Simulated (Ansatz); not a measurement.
Species: dimethylether, C$_{2}$H$_{6}$O, net charge 0, singlet state. 
Coordinates optimised at B3LYP-D3(BJ)/def2-TZVP (Ansatz, a program for electronic structure):
SMILES: COC
```xyz
9

C      0.0048     1.1709    -0.2006
O      0.0068     0.0028     0.5882
C     -0.0092    -1.1727    -0.1892
H      0.0177     2.0231     0.4773
H      0.8882     1.2176    -0.8515
H     -0.8928     1.2283    -0.8310
H     -0.0065    -2.0184     0.4970
H     -0.9074    -1.2256    -0.8191
H      0.8735    -1.2363    -0.8396
```
Charge 0, spin multiplicity 1.

Computed values are from Ansatz. Valence correlation only, unless marked. UHF or UKS for open shells. Spin-orbit coupling is left out. No relativistic terms. Basis-set limits of correlation are two-point, X^-3; Hartree-Fock from the larger set. The bracket is a focal-point correction in the basis named.

| Property | Value |
|---|---|
| atomisation energy De | 798.6 kcal/mol at RI-MP2/CBS(aug-cc-pVTZ,aug-cc-pVQZ)+[CCSD(T)-MP2]/aug-cc-pVTZ |
| total energy | -154.8611 Eh at RI-MP2/CBS(aug-cc-pVTZ,aug-cc-pVQZ)+[CCSD(T)-MP2]/aug-cc-pVTZ |
| dipole moment | 1.28 D at CCSD(T)/aug-cc-pVDZ |
| T1 diagnostic | 0.010 at CCSD/aug-cc-pVTZ |
| measured enthalpy of formation, 298 K | -44.0 kcal/mol (Active Thermochemical Tables 1.112 (ions: stationary electron), as tabulated in the package chemicals) |
| measured dipole moment | 1.30 D (NIST CCCBDB, as tabulated in the package chemicals; older table, unchecked) |
